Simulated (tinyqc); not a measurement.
Worked calculation (part 1 of 3): UHF in the sto-6g basis, for H2O+, spin multiplicity 2. Computed by tinyqc, a small Python program that keeps every step (integrals from PySCF). Settings: charge = 1, multiplicity = 2, basis = sto-6g, energy threshold = 1e-10, iteration cap = 73, orthogonalisation = symmetric, start = random, DIIS depth = 6, shift = 0.2, method = UHF. Command: `OMP_NUM_THREADS=1 python tinyqc.py 31734 31735 out.jsonl` (the two numbers bound the seeds that draw the settings). One thread of a shared host (Intel(R) Xeon(R) Processor @ 2.60GHz), about 0.2 s of CPU time with the checks. Later iterations appear only in the table of the cycle.

## One-electron integrals

Geometry (angstrom):
```
atom        x         y        z
O     0.00000   0.00000  0.00000
H     0.00000   0.93000  0.60300
H     0.00000  -0.93000  0.60300
```

Basis sto-6g: exponents (1/bohr^2) and contraction coefficients of normalised primitives:
```
element  l (shell)    exponent  coefficient
O            s (1)  1355.58423      0.00916
O            s (1)   248.54489      0.04936
O            s (1)    69.53390      0.16854
O            s (1)    23.88677      0.37056
O            s (1)     9.27593      0.41649
O            s (1)     3.82034      0.13033
O            s (2)    52.18776     -0.01325
O            s (2)    10.32932     -0.04699
O            s (2)     3.21034     -0.03379
O            s (2)     1.23514      0.25024
O            s (2)     0.53642      0.59512
O            s (2)     0.24588      0.24071
O            p (3)    52.18776      0.00376
O            p (3)    10.32932      0.03768
O            p (3)     3.21034      0.17390
O            p (3)     1.23514      0.41804
O            p (3)     0.53642      0.42586
O            p (3)     0.24588      0.10171
H            s (1)    35.52322      0.00916
H            s (1)     6.51314      0.04936
H            s (1)     1.82214      0.16854
H            s (1)     0.62596      0.37056
H            s (1)     0.24308      0.41649
H            s (1)     0.10011      0.13033
```

Overlap, kinetic and nuclear-attraction integrals over the contracted functions; the nuclear repulsion is the sum of Za Zb / Rab.

nuclear repulsion = 7.9234236 hartree

overlap S:
```
          1O 1s    1O 2s   1O 2px    1O 2py   1O 2pz    2H 1s     3H 1s
1O 1s   1.00000  0.23114  0.00000   0.00000  0.00000  0.03914   0.03914
1O 2s   0.23114  1.00000  0.00000   0.00000  0.00000  0.38352   0.38352
1O 2px  0.00000  0.00000  1.00000   0.00000  0.00000  0.00000   0.00000
1O 2py  0.00000  0.00000  0.00000   1.00000  0.00000  0.28267  -0.28267
1O 2pz  0.00000  0.00000  0.00000   0.00000  1.00000  0.18328   0.18328
2H 1s   0.03914  0.38352  0.00000   0.28267  0.18328  1.00000   0.14961
3H 1s   0.03914  0.38352  0.00000  -0.28267  0.18328  0.14961   1.00000
```

kinetic energy T (hartree):
```
           1O 1s     1O 2s   1O 2px    1O 2py   1O 2pz     2H 1s     3H 1s
1O 1s   29.32720  -0.89602  0.00000   0.00000  0.00000  -0.00594  -0.00594
1O 2s   -0.89602   0.84262  0.00000   0.00000  0.00000   0.06676   0.06676
1O 2px   0.00000   0.00000  2.53131   0.00000  0.00000   0.00000   0.00000
1O 2py   0.00000   0.00000  0.00000   2.53131  0.00000   0.15161  -0.15161
1O 2pz   0.00000   0.00000  0.00000   0.00000  2.53131   0.09830   0.09830
2H 1s   -0.00594   0.06676  0.00000   0.15161  0.09830   0.76852  -0.00956
3H 1s   -0.00594   0.06676  0.00000  -0.15161  0.09830  -0.00956   0.76852
```

nuclear attraction V (hartree):
```
            1O 1s     1O 2s    1O 2px     1O 2py    1O 2pz     2H 1s     3H 1s
1O 1s   -62.21318  -6.37199   0.00000    0.00000  -0.01333  -1.23309  -1.23309
1O 2s    -6.37199  -9.95019   0.00000    0.00000  -0.15426  -2.92564  -2.92564
1O 2px    0.00000   0.00000  -9.89071    0.00000   0.00000   0.00000   0.00000
1O 2py    0.00000   0.00000   0.00000  -10.01548   0.00000  -1.91112   1.91112
1O 2pz   -0.01333  -0.15426   0.00000    0.00000  -9.94316  -1.27686  -1.27686
2H 1s    -1.23309  -2.92564   0.00000   -1.91112  -1.27686  -5.26707  -0.88873
3H 1s    -1.23309  -2.92564   0.00000    1.91112  -1.27686  -0.88873  -5.26707
```

core Hamiltonian H = T + V (hartree):
```
            1O 1s     1O 2s    1O 2px    1O 2py    1O 2pz     2H 1s     3H 1s
1O 1s   -32.88598  -7.26802   0.00000   0.00000  -0.01333  -1.23903  -1.23903
1O 2s    -7.26802  -9.10757   0.00000   0.00000  -0.15426  -2.85888  -2.85888
1O 2px    0.00000   0.00000  -7.35940   0.00000   0.00000   0.00000   0.00000
1O 2py    0.00000   0.00000   0.00000  -7.48418   0.00000  -1.75951   1.75951
1O 2pz   -0.01333  -0.15426   0.00000   0.00000  -7.41186  -1.17855  -1.17855
2H 1s    -1.23903  -2.85888   0.00000  -1.75951  -1.17855  -4.49855  -0.89829
3H 1s    -1.23903  -2.85888   0.00000   1.75951  -1.17855  -0.89829  -4.49855
```

## Two-electron integrals

Functions are numbered as in S; the eight-fold symmetry (ij|kl) = (ji|kl) = (kl|ij) leaves the list below.

Two-electron integrals (ij|kl) in chemists' order, unique and non-zero (hartree):
```
(11|11) 4.78749    (21|11) 0.67588    (21|21) 0.12150    (22|11) 1.11738
(22|21) 0.24921    (22|22) 0.81738    (31|31) 0.02576    (32|31) 0.03914
(32|32) 0.18066    (33|11) 1.11738    (33|21) 0.24921    (33|22) 0.81738
(33|33) 0.88066    (41|41) 0.02576    (42|41) 0.03914    (42|42) 0.18066
(43|43) 0.04746    (44|11) 1.11738    (44|21) 0.24921    (44|22) 0.81738
(44|33) 0.78574    (44|44) 0.88066    (51|51) 0.02576    (52|51) 0.03914
(52|52) 0.18066    (53|53) 0.04746    (54|54) 0.04746    (55|11) 1.11738
(55|21) 0.24921    (55|22) 0.81738    (55|33) 0.78574    (55|44) 0.78574
(55|55) 0.88066    (61|11) 0.12186    (61|21) 0.02101    (61|22) 0.04217
(61|33) 0.04209    (61|41) 0.00086    (61|42) 0.00169    (61|44) 0.04227
(61|51) 0.00056    (61|52) 0.00110    (61|54) 0.00012    (61|55) 0.04216
(61|61) 0.00370    (62|11) 0.30914    (62|21) 0.06998    (62|22) 0.25576
(62|33) 0.25142    (62|41) 0.00472    (62|42) 0.03547    (62|44) 0.26057
(62|51) 0.00306    (62|52) 0.02300    (62|54) 0.00593    (62|55) 0.25527
(62|61) 0.01218    (62|62) 0.10152    (63|31) 0.00760    (63|32) 0.04336
(63|43) 0.00724    (63|53) 0.00470    (63|63) 0.01399    (64|11) 0.19251
(64|21) 0.04418    (64|22) 0.17217    (64|33) 0.16453    (64|41) 0.01017
(64|42) 0.06564    (64|44) 0.18495    (64|51) 0.00167    (64|52) 0.01444
(64|54) 0.00854    (64|55) 0.16702    (64|61) 0.00802    (64|62) 0.08306
(64|64) 0.08115    (65|11) 0.12482    (65|21) 0.02864    (65|22) 0.11163
(65|33) 0.10668    (65|41) 0.00167    (65|42) 0.01444    (65|44) 0.11053
(65|51) 0.00868    (65|52) 0.05273    (65|54) 0.00974    (65|55) 0.11769
(65|61) 0.00520    (65|62) 0.05386    (65|64) 0.04354    (65|65) 0.04222
(66|11) 0.46754    (66|21) 0.10780    (66|22) 0.45188    (66|33) 0.43431
(66|41) 0.00900    (66|42) 0.09380    (66|44) 0.47142    (66|51) 0.00584
(66|52) 0.06082    (66|54) 0.02406    (66|55) 0.44991    (66|61) 0.01892
(66|62) 0.23243    (66|64) 0.21679    (66|65) 0.14056    (66|66) 0.77500
(71|11) 0.12186    (71|21) 0.02101    (71|22) 0.04217    (71|33) 0.04209
(71|41) -0.00086   (71|42) -0.00169   (71|44) 0.04227    (71|51) 0.00056
(71|52) 0.00110    (71|54) -0.00012   (71|55) 0.04216    (71|61) 0.00364
(71|62) 0.01171    (71|64) 0.00707    (71|65) 0.00501    (71|66) 0.01799
(71|71) 0.00370    (72|11) 0.30914    (72|21) 0.06998    (72|22) 0.25576
(72|33) 0.25142    (72|41) -0.00472   (72|42) -0.03547   (72|44) 0.26057
(72|51) 0.00306    (72|52) 0.02300    (72|54) -0.00593   (72|55) 0.25527
(72|61) 0.01171    (72|62) 0.07906    (72|64) 0.04523    (72|65) 0.04069
(72|66) 0.14413    (72|71) 0.01218    (72|72) 0.10152    (73|31) 0.00760
(73|32) 0.04336    (73|43) -0.00724   (73|53) 0.00470    (73|63) 0.01045
(73|73) 0.01399    (74|11) -0.19251   (74|21) -0.04418   (74|22) -0.17217
(74|33) -0.16453   (74|41) 0.01017    (74|42) 0.06564    (74|44) -0.18495
(74|51) -0.00167   (74|52) -0.01444   (74|54) 0.00854    (74|55) -0.16702
(74|61) -0.00707   (74|62) -0.04523   (74|64) -0.01610   (74|65) -0.02282
(74|66) -0.07568   (74|71) -0.00802   (74|72) -0.08306   (74|74) 0.08115
(75|11) 0.12482    (75|21) 0.02864    (75|22) 0.11163    (75|33) 0.10668
(75|41) -0.00167   (75|42) -0.01444   (75|44) 0.11053    (75|51) 0.00868
(75|52) 0.05273    (75|54) -0.00974   (75|55) 0.11769    (75|61) 0.00501
(75|62) 0.04069    (75|64) 0.02282    (75|65) 0.03103    (75|66) 0.08055
(75|71) 0.00520    (75|72) 0.05386    (75|74) -0.04354   (75|75) 0.04222
(76|11) 0.08947    (76|21) 0.02044    (76|22) 0.08047    (76|33) 0.07880
(76|44) 0.08056    (76|51) 0.00144    (76|52) 0.01265    (76|55) 0.08206
(76|61) 0.00351    (76|62) 0.03096    (76|64) 0.02207    (76|65) 0.01850
(76|66) 0.07229    (76|71) 0.00351    (76|72) 0.03096    (76|74) -0.02207
(76|75) 0.01850    (76|76) 0.01171    (77|11) 0.46754    (77|21) 0.10780
(77|22) 0.45188    (77|33) 0.43431    (77|41) -0.00900   (77|42) -0.09380
(77|44) 0.47142    (77|51) 0.00584    (77|52) 0.06082    (77|54) -0.02406
(77|55) 0.44991    (77|61) 0.01799    (77|62) 0.14413    (77|64) 0.07568
(77|65) 0.08055    (77|66) 0.28287    (77|71) 0.01892    (77|72) 0.23243
(77|74) -0.21679   (77|75) 0.14056    (77|76) 0.07229    (77|77) 0.77500
```

## Orthogonalisation

S = U s U^T; symmetric (Loewdin) form X = U s^(-1/2) U^T, so that X^T S X = 1.

eigenvalues of S: 0.44123  0.51850  0.89646  1.00000  1.08539  1.33189  1.72654

X:
```
           1O 1s     1O 2s   1O 2px    1O 2py    1O 2pz     2H 1s     3H 1s
1O 1s    1.02235  -0.13263  0.00000   0.00000  -0.00607   0.01747   0.01747
1O 2s   -0.13263   1.15568  0.00000   0.00000   0.06310  -0.22249  -0.22249
1O 2px   0.00000   0.00000  1.00000   0.00000   0.00000   0.00000   0.00000
1O 2py   0.00000   0.00000  0.00000   1.07960   0.00000  -0.18150   0.18150
1O 2pz  -0.00607   0.06310  0.00000   0.00000   1.02953  -0.10449  -0.10449
2H 1s    0.01747  -0.22249  0.00000  -0.18150  -0.10449   1.12532  -0.05034
3H 1s    0.01747  -0.22249  0.00000   0.18150  -0.10449  -0.05034   1.12532
```

## Starting guess

The start is random orthonormal orbitals; D(s) = C_occ C_occ^T for each spin.

D(alpha) at the start:
```
           1O 1s     1O 2s    1O 2px    1O 2py    1O 2pz     2H 1s     3H 1s
1O 1s    1.06048  -0.31222   0.01369   0.02499   0.00226   0.08979   0.05201
1O 2s   -0.31222   1.30389  -0.08385   0.08891   0.22823  -0.31463  -0.75221
1O 2px   0.01369  -0.08385   0.61538  -0.19868  -0.32095   0.04352  -0.28711
1O 2py   0.02499   0.08891  -0.19868   0.99832  -0.27730  -0.56552   0.44297
1O 2pz   0.00226   0.22823  -0.32095  -0.27730   0.72266  -0.35046  -0.31812
2H 1s    0.08979  -0.31463   0.04352  -0.56552  -0.35046   1.11290   0.19618
3H 1s    0.05201  -0.75221  -0.28711   0.44297  -0.31812   0.19618   0.89444
```

D(beta) at the start:
```
           1O 1s     1O 2s    1O 2px    1O 2py    1O 2pz     2H 1s     3H 1s
1O 1s    1.06036  -0.32259   0.01325   0.02534  -0.00293   0.09661   0.06103
1O 2s   -0.32259   0.44346  -0.12007   0.11798  -0.20255   0.25136  -0.00377
1O 2px   0.01325  -0.12007   0.61386  -0.19746  -0.33909   0.06735  -0.25560
1O 2py   0.02534   0.11798  -0.19746   0.99733  -0.26275  -0.58464   0.41769
1O 2pz  -0.00293  -0.20255  -0.33909  -0.26275   0.50699  -0.06709   0.05659
2H 1s    0.09661   0.25136   0.06735  -0.58464  -0.06709   0.74060  -0.29615
3H 1s    0.06103  -0.00377  -0.25560   0.41769   0.05659  -0.29615   0.24341
```

## Iteration 1: building the Fock matrix

J_ij = sum D_kl (ij|kl) with D = D(alpha) + D(beta), K_ij = sum D_kl (ik|jl) for each spin; F = H + J - K(s); E = tr D H + tr D J / 2 - 0.5 sum_s tr D(s) K(s) + E_nn.

Coulomb J (hartree):
```
           1O 1s     1O 2s    1O 2px    1O 2py    1O 2pz     2H 1s     3H 1s
1O 1s   16.22865   2.82450  -0.02114   0.02548  -0.00402   0.49435   0.49233
1O 2s    2.82450   7.22053  -0.10903   0.15270   0.02191   2.29481   2.20898
1O 2px  -0.02114  -0.10903   7.18854  -0.02814  -0.06671  -0.03745  -0.03061
1O 2py   0.02548   0.15270  -0.02814   7.26969  -0.03380   1.59596  -1.44863
1O 2pz  -0.00402   0.02191  -0.06671  -0.03380   7.20334   1.01044   0.97347
2H 1s    0.49435   2.29481  -0.03745   1.59596   1.01044   4.40823   0.71500
3H 1s    0.49233   2.20898  -0.03061  -1.44863   0.97347   0.71500   4.00654
```

exchange K(alpha) (hartree):
```
           1O 1s     1O 2s    1O 2px    1O 2py    1O 2pz     2H 1s     3H 1s
1O 1s    4.86972   0.69333  -0.02063   0.07685   0.03105   0.15550   0.08601
1O 2s    0.69333   1.06776  -0.15155   0.16616  -0.01309   0.39533   0.18166
1O 2px  -0.02063  -0.15155   0.78300  -0.10875  -0.29455  -0.10002  -0.15049
1O 2py   0.07685   0.16616  -0.10875   0.81607  -0.22908   0.13343  -0.06710
1O 2pz   0.03105  -0.01309  -0.29455  -0.22908   0.76133   0.02996   0.09394
2H 1s    0.15550   0.39533  -0.10002   0.13343   0.02996   0.64079   0.13800
3H 1s    0.08601   0.18166  -0.15049  -0.06710   0.09394   0.13800   0.38095
```

exchange K(beta) (hartree):
```
           1O 1s     1O 2s    1O 2px    1O 2py    1O 2pz     2H 1s     3H 1s
1O 1s    4.79740   0.58885  -0.02883   0.07658  -0.03481   0.15834   0.09982
1O 2s    0.58885   0.84339  -0.17151   0.16408  -0.15943   0.39973   0.20448
1O 2px  -0.02883  -0.17151   0.71101  -0.10905  -0.30350  -0.09904  -0.14716
1O 2py   0.07658   0.16408  -0.10905   0.76785  -0.23153   0.12776  -0.04862
1O 2pz  -0.03481  -0.15943  -0.30350  -0.23153   0.63516   0.02674   0.10021
2H 1s    0.15834   0.39973  -0.09904   0.12776   0.02674   0.53016   0.10425
3H 1s    0.09982   0.20448  -0.14716  -0.04862   0.10021   0.10425   0.16247
```

F(alpha) (hartree):
```
            1O 1s     1O 2s    1O 2px    1O 2py    1O 2pz     2H 1s     3H 1s
1O 1s   -21.52705  -5.13685  -0.00051  -0.05137  -0.04840  -0.90018  -0.83271
1O 2s    -5.13685  -2.95480   0.04252  -0.01345  -0.11925  -0.95940  -0.83156
1O 2px   -0.00051   0.04252  -0.95386   0.08061   0.22784   0.06258   0.11988
1O 2py   -0.05137  -0.01345   0.08061  -1.03055   0.19528  -0.29698   0.37797
1O 2pz   -0.04840  -0.11925   0.22784   0.19528  -0.96985  -0.19807  -0.29903
2H 1s    -0.90018  -0.95940   0.06258  -0.29698  -0.19807  -0.73110  -0.32129
3H 1s    -0.83271  -0.83156   0.11988   0.37797  -0.29903  -0.32129  -0.87296
```

F(beta) (hartree):
```
            1O 1s     1O 2s    1O 2px    1O 2py    1O 2pz     2H 1s     3H 1s
1O 1s   -21.45473  -5.03237   0.00768  -0.05110   0.01746  -0.90302  -0.84652
1O 2s    -5.03237  -2.73044   0.06248  -0.01138   0.02709  -0.96379  -0.85438
1O 2px    0.00768   0.06248  -0.88187   0.08091   0.23679   0.06159   0.11655
1O 2py   -0.05110  -0.01138   0.08091  -0.98234   0.19773  -0.29130   0.35949
1O 2pz    0.01746   0.02709   0.23679   0.19773  -0.84367  -0.19485  -0.30529
2H 1s    -0.90302  -0.96379   0.06159  -0.29130  -0.19485  -0.62048  -0.28755
3H 1s    -0.84652  -0.85438   0.11655   0.35949  -0.30529  -0.28755  -0.65448
```

total energy of this density = -71.6413797 hartree

## Iteration 1: diagonalisation and new density

A level shift of 0.2 hartree raises the virtual space: F + shift (S - S D(s) S), with D(s) the density of one spin. Diagonalise F' = X^T F X, C = X C', fill 5 alpha and 4 beta electrons from the bottom; D(s) = C_occ C_occ^T. Each column has its largest component positive (the first on a tie).

F' = X^T F X (alpha) (hartree):
```
           1         2         3         4         5         6         7
1  -21.21089  -2.46535  -0.00470  -0.05482  -0.05835  -0.15410  -0.09516
2   -2.46535  -2.01557   0.04693  -0.01336  -0.07404  -0.37803  -0.10288
3   -0.00470   0.04693  -0.87693   0.12628   0.28602   0.02702   0.17098
4   -0.05482  -0.01336   0.12628  -0.90678   0.24940  -0.08594   0.12276
5   -0.05835  -0.07404   0.28602   0.24940  -0.86838  -0.03448  -0.08147
6   -0.15410  -0.37803   0.02702  -0.08594  -0.03448  -0.40546  -0.14619
7   -0.09516  -0.10288   0.17098   0.12276  -0.08147  -0.14619  -0.54454
```

orbital energies (alpha) (hartree): MO1 -21.52531, MO2 -1.82437, MO3 -1.23930, MO4 -1.02305, MO5 -0.57933, MO6 -0.42494, MO7 -0.21226

coefficients C (alpha):
```
             MO1       MO2       MO3       MO4       MO5       MO6       MO7
1O 1s    0.99776  -0.24366   0.04123   0.02501   0.04647   0.04748   0.04233
1O 2s    0.01049   1.02542  -0.20130  -0.14440  -0.39371  -0.35169  -0.25400
1O 2px  -0.00018  -0.11097  -0.48787  -0.64661  -0.11499   0.51552  -0.22930
1O 2py   0.00211  -0.02738  -0.42141   0.80251  -0.11382   0.34127  -0.52881
1O 2pz   0.00372   0.14289   0.67875  -0.03729  -0.63701   0.38737  -0.21777
2H 1s   -0.00096   0.05675  -0.00073  -0.02041   0.34851   0.50461   0.99137
3H 1s   -0.00511  -0.10380   0.16888   0.20288   0.91554   0.34181  -0.57185
```

F' = X^T F X (beta) (hartree):
```
           1         2         3         4         5         6         7
1  -21.15827  -2.36827   0.00175  -0.05634   0.00198  -0.18338  -0.13618
2   -2.36827  -1.62039   0.07515  -0.01574   0.16566  -0.54065  -0.33595
3    0.00175   0.07515  -0.80464   0.12617   0.29932   0.01749   0.15752
4   -0.05634  -0.01574   0.12617  -0.85144   0.24963  -0.10388   0.14732
5    0.00198   0.16566   0.29932   0.24963  -0.69084  -0.12374  -0.20572
6   -0.18338  -0.54065   0.01749  -0.10388  -0.12374  -0.21478  -0.04392
7   -0.13618  -0.33595   0.15752   0.14732  -0.20572  -0.04392  -0.17777
```

orbital energies (beta) (hartree): MO1 -21.44573, MO2 -1.62198, MO3 -1.17398, MO4 -0.95348, MO5 -0.37646, MO6 -0.07233, MO7 0.12584

coefficients C (beta):
```
             MO1       MO2       MO3       MO4       MO5       MO6       MO7
1O 1s    0.99953  -0.22576   0.02007   0.02890   0.01461   0.00256   0.10934
1O 2s    0.00144   0.92931  -0.11139  -0.14019  -0.11920  -0.06675  -0.73610
1O 2px  -0.00059  -0.12264  -0.49842  -0.63024   0.53235   0.22705  -0.06618
1O 2py   0.00243   0.02970  -0.44432   0.80558   0.30483   0.51975  -0.14518
1O 2pz  -0.00154  -0.04303   0.67212   0.04470   0.60419   0.00960  -0.51485
2H 1s    0.00312   0.16394   0.03501  -0.06932   0.36599  -0.62324   0.89847
3H 1s    0.00015   0.03178   0.15871   0.09909  -0.06815   0.97706   0.60600
```

D(alpha) after iteration 1:
```
           1O 1s     1O 2s    1O 2px    1O 2py    1O 2pz     2H 1s     3H 1s
1O 1s    1.05938  -0.26959  -0.01477   0.00618  -0.03365   0.00086   0.07477
1O 2s   -0.26959   1.26797   0.12306  -0.01430   0.26611  -0.07593  -0.53024
1O 2px  -0.01477   0.12306   0.68166  -0.29719  -0.24964  -0.03282  -0.30734
1O 2py   0.00618  -0.01430  -0.29719   0.83531  -0.24736  -0.05729  -0.00972
1O 2pz  -0.03365   0.26611  -0.24964  -0.24736   0.88831  -0.21363  -0.49100
2H 1s    0.00086  -0.07593  -0.03282  -0.05729  -0.21363   0.12510   0.30892
3H 1s    0.07477  -0.53024  -0.30734  -0.00972  -0.49100   0.30892   0.91869
```

D(beta) after iteration 1:
```
           1O 1s     1O 2s    1O 2px    1O 2py    1O 2pz     2H 1s     3H 1s
1O 1s    1.05126  -0.21464  -0.00112   0.01009   0.02296  -0.03520  -0.00098
1O 2s   -0.21464   0.89567   0.02990  -0.03583  -0.12113   0.15818  -0.00204
1O 2px  -0.00112   0.02990   0.66067  -0.28989  -0.35789   0.00613  -0.14546
1O 2py   0.01009  -0.03583  -0.28989   0.84727  -0.26391  -0.06652   0.01025
1O 2pz   0.02296  -0.12113  -0.35789  -0.26391   0.45559   0.01337   0.10974
2H 1s   -0.03520   0.15818   0.00613  -0.06652   0.01337   0.03292   0.00390
3H 1s   -0.00098  -0.00204  -0.14546   0.01025   0.10974   0.00390   0.03602
```
